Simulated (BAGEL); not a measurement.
# SiH3O− (SMILES [O-][SiH3]): HF/STO-3G (density fitting with qzvpp-jkfit)

What is the vertical ionisation energy of SiH3O− at HF/STO-3G (density fitting with qzvpp-jkfit)? 

The results are computed with BAGEL 1.2.2.

11 further runs of the same task are left out: 11 that didn't finish.

**1. Starting point**

SiH3O−: 5 atoms, total charge -1, spin state singlet. As SMILES, `[O-][SiH3]`. The coordinates come from a GFN2-xTB relaxation.

Bond lengths: O1–Si2 1.535 Å, Si2–H3 1.516 Å, Si2–H4 1.516 Å, Si2–H5 1.516 Å. Angles: O1–Si2–H3 116.1°, O1–Si2–H4 116.1°, O1–Si2–H5 116.1°, H3–Si2–H4 102.1°, H3–Si2–H5 102.1°, H4–Si2–H5 102.1°.

**2. A single-point energy at HF/STO-3G (density fitting with qzvpp-jkfit)**

Contents of hf.json:

```json
{ "bagel": [

{
  "title": "molecule",
  "basis": "sto-3g",
  "df_basis": "qzvpp-jkfit",
  "angstrom": true,
  "geometry": [
    { "atom": "O", "xyz": [   -1.444170,    0.271390,    0.700100 ] },
    { "atom": "Si", "xyz": [   -0.082700,    0.015600,    0.039800 ] },
    { "atom": "H", "xyz": [   -0.104440,   -0.247420,   -1.452600 ] },
    { "atom": "H", "xyz": [    0.697830,   -1.174610,    0.561420 ] },
    { "atom": "H", "xyz": [    0.933480,    1.135040,    0.151280 ] }
  ]
},
{ "title": "hf", "charge": -1 },
{ "title": "print", "file": "orbitals.molden", "orbitals": true }

]}
```

Command:

```sh
$ BAGEL_NUM_THREADS=1 BAGEL hf.json > hf.out
```

Standard output:

```text
* using 1 threads per process

  ===============================================================
  ===============================================================

  *** Geometry ***

  { "atom" : "O", "xyz" : [     -2.729086,      0.512853,      1.322997 ] },
  { "atom" : "Si", "xyz" : [     -0.156280,      0.029480,      0.075211 ] },
  { "atom" : "H", "xyz" : [     -0.197363,     -0.467556,     -2.745016 ] },
  { "atom" : "H", "xyz" : [      1.318708,     -2.219691,      1.060930 ] },
  { "atom" : "H", "xyz" : [      1.764022,      2.144915,      0.285878 ] },

  Number of auxiliary basis functions:      259

  Since a DF basis is specified, we compute 2- and 3-index integrals:
    o Being stored without compression. Storage requirement is 0.001 GB

  Number of basis functions:       17
  Number of electrons      :       25

    * METHOD: MOLECULE                             0.04

  *** RHF ***

  === Nuclear Repulsion ===
    58.8634692111

      * DIIS with orbital gradients will be used.

  === RHF iteration (sto-3g) ===
      0       -360.79036697          0.03156814           0.00
      1       -360.89026185          0.01903899           0.00
      2       -360.92992011          0.00234914           0.00
      3       -360.93118128          0.00059965           0.00
      4       -360.93130507          0.00006791           0.00
      5       -360.93130588          0.00000737           0.00
      6       -360.93130589          0.00000119           0.00
      7       -360.93130589          0.00000016           0.00
      8       -360.93130589          0.00000005           0.00
      9       -360.93130589          0.00000000           0.00
    * SCF iteration converged.

    * Permanent dipole moment:
           (   -0.408805,     0.076700,     0.199456) a.u.

    * METHOD: HF                                   0.05

    * METHOD: PRINT                                0.00

  ===============================================================
```

It took 0.3 s on 1 thread of AMD EPYC 7B13 (Zen 3), shared host; peak memory 0.079 GiB.

**3. Doublet neutral SiH3O at the same level**

Contents of input.json:

```json
{ "bagel" : [

{
  "title" : "molecule",
  "basis" : "sto-3g",
  "df_basis" : "qzvpp-jkfit",
  "angstrom" : true,
  "geometry" : [
    { "atom" : "O", "xyz" : [   -1.444170,    0.271390,    0.700100 ] },
    { "atom" : "Si", "xyz" : [   -0.082700,    0.015600,    0.039800 ] },
    { "atom" : "H", "xyz" : [   -0.104440,   -0.247420,   -1.452600 ] },
    { "atom" : "H", "xyz" : [    0.697830,   -1.174610,    0.561420 ] },
    { "atom" : "H", "xyz" : [    0.933480,    1.135040,    0.151280 ] }
  ]
},
{
  "title" : "uhf",
  "nopen" : 1
},
{
  "title" : "print",
  "file" : "orbitals.molden",
  "orbitals" : true
}

]}
```

Command:

```sh
$ BAGEL_NUM_THREADS=1 BAGEL input.json > input.out
```

Standard output:

```text
* using 1 threads per process

  ===============================================================
  ===============================================================

  *** Geometry ***

  { "atom" : "O", "xyz" : [     -2.729086,      0.512853,      1.322997 ] },
  { "atom" : "Si", "xyz" : [     -0.156280,      0.029480,      0.075211 ] },
  { "atom" : "H", "xyz" : [     -0.197363,     -0.467556,     -2.745016 ] },
  { "atom" : "H", "xyz" : [      1.318708,     -2.219691,      1.060930 ] },
  { "atom" : "H", "xyz" : [      1.764022,      2.144915,      0.285878 ] },

  Number of auxiliary basis functions:      259

  Since a DF basis is specified, we compute 2- and 3-index integrals:
    o Being stored without compression. Storage requirement is 0.001 GB

  Number of basis functions:       17
  Number of electrons      :       25

    * METHOD: MOLECULE                             0.04

  *** Open-shell HF ***

  === Nuclear Repulsion ===
    58.8634692111

      * DIIS with orbital gradients will be used.

  === UHF iteration (sto-3g) ===
      0       -360.89787079          0.06921721           0.00
      1       -361.05891611          0.03920105           0.00
      2       -361.11663927          0.01213897           0.00
      3       -361.12313902          0.00455289           0.00
      4       -361.12486932          0.00034493           0.00
      5       -361.12501137          0.00019911           0.00
      6       -361.12508554          0.00005306           0.00
      7       -361.12510806          0.00003406           0.00
      8       -361.12511681          0.00000694           0.00
      9       -361.12511708          0.00000343           0.00
     10       -361.12511714          0.00000197           0.00
     11       -361.12511715          0.00000101           0.00
     12       -361.12511715          0.00000043           0.00
     13       -361.12511715          0.00000015           0.00
     14       -361.12511715          0.00000006           0.00
     15       -361.12511715          0.00000002           0.00
[... 22 lines of this table left out ...]
     38       -361.12511715          0.00000001           0.00
     39       -361.12511715          0.00000001           0.00
     40       -361.12511715          0.00000002           0.00
     41       -361.12511715          0.00000002           0.00
     42       -361.12511715          0.00000004           0.00
     43       -361.12511715          0.00000003           0.00
     44       -361.12511715          0.00000003           0.00
     45       -361.12511715          0.00000001           0.00
    * SCF iteration converged.

    * S^2 (UHF) is 0.7560

    * Permanent dipole moment:
           (   -0.157790,     0.030240,    -0.008972) a.u.

    * METHOD: UHF                                  0.18

    * METHOD: PRINT                                0.00

  ===============================================================
```

Run time: 0.44 s. Hardware: 1 thread of AMD EPYC 7B13 (Zen 3), shared host; peak memory 0.079 GiB.

**4. Outcome**

At HF/STO-3G (density fitting with qzvpp-jkfit):

| quantity | value |
| --- | --- |
| singlet SiH3O−: total energy | -360.93131 Eh |
| singlet SiH3O−: HOMO energy | 2.50 eV |
| singlet SiH3O−: LUMO energy | 22.02 eV |
| singlet SiH3O−: HOMO–LUMO gap (to an unbound level, set by the basis) | 19.51 eV |
| doublet neutral SiH3O: total energy | -361.12512 Eh |
| doublet neutral SiH3O: dipole moment | 0.41 D |
| doublet neutral SiH3O: ⟨S²⟩ | 0.756 |
| vertical detachment energy (to the doublet neutral) | -5.274 eV |

In words: The species is unbound against losing an electron at this level, by 5.27 eV (−509 kJ/mol); missing correlation or diffuse functions can give that sign where the real anion is bound. In a minimal basis such a difference can be off by several eV, whatever the method. The HOMO (singlet SiH3O−) lies at positive energy, 2.50 eV: the electron is unbound at this level or held by a compact basis; values depend on the basis.
